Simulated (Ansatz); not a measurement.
## How far a parabola holds: energy against volume of bcc Nb

Results of PBEsol in Ansatz (plane waves, PAW) for bcc Nb. Numerical settings: plane-wave cutoff 520 eV, 24×24×24 k mesh, Fermi–Dirac smearing 0.05 eV, no spin polarisation, scalar-relativistic PAW data made under PBE. The cell has no free parameter but its volume, all volumes share cutoff and mesh, and the runs aren't spin-polarised. Energies are free energies at the run's smearing, counted from the lowest row; static lattice.

| V (Å³/atom) | E (meV/atom) |
|---|---|
| 16.453 | ? |
| 16.803 | 17.04 |
| 17.154 | 4.15 |
| 17.504 | 0.00 |
| 17.854 | 3.79 |
| 18.204 | 14.80 |

Taking a parabola for E over the 5 complete rows: With u = V - 17.5, the rows have u = -0.6970, -0.3460, 0.0040, 0.3540, 0.7040. Least squares gives E = 0.003 - 1.6158·u + 32.4478·u². Residuals (row less fit): 0.147, -0.297, 0.003, 0.293, -0.147; standard error 0.329 (degrees of freedom: 2). The fitted curve has its minimum at V = 17.5, where E = -0.02. Its curvature is d²E/dV² = 2 × 32.4478 meV/Å⁶, so B = V0·d²E/dV² × 0.1602 = 182 GPa.

Question: Estimate the missing E (V = 16.453); what did the run itself give?

Answer: u = -1.0470, so E = 0.003 - 1.6158 × (-1.0470) + 32.4478 × (-1.0470)² = 37.264 meV/atom. The calculation gives 39.56 meV/atom, 2.296 meV/atom above the prediction (5.8 % of the range of E in the table). The row lies outside the fitted rows, so this is an extrapolation. From the scatter of the fitted rows alone, a prediction at this place has a standard error of 0.779 meV/atom, so the miss is 2.9 times that.

The residuals are curvature that a parabola lacks, not noise. A solid that stiffens under compression and softens on expansion lies above the parabola at the compressed end and under it at the expanded end, as this row does. A third-order Birch-Murnaghan fit to the whole scan has B0 = 181 GPa. Only scans are tabulated whose curvature falls smoothly with volume, and where the parabola meets the shown rows within 5 % of their range and misses the end by 0.1 meV or more.

Measured, for comparison: bulk modulus 173 GPa (0 K value with the zero-point phonon effect removed; as tabulated in Mejia-Rodriguez and Trickey (2018), arXiv:1807.09216). Computed less measured: bulk modulus +4.6 %.

Ansatz is a quantum-chemistry and plane-wave program.
